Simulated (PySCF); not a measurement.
All values below come from ωB97X-D3(BJ)/def2-TZVP // PBE0-D3(BJ)/def2-TZVP (PySCF 2.14.0). Gas-phase values, no solvent. 

Reference species (SMILES): `C=[SiH]` (neutral, multiplicity 2).

| Quantity | Result |
|---|---|
| dipole moment | 0.79 D |

Changed species: `C[CH]C` (radical fragment; the reference has radical fragment).

Give the shifts of the dipole moment.

the dipole moment falls by 0.57 D, to 0.22 D.
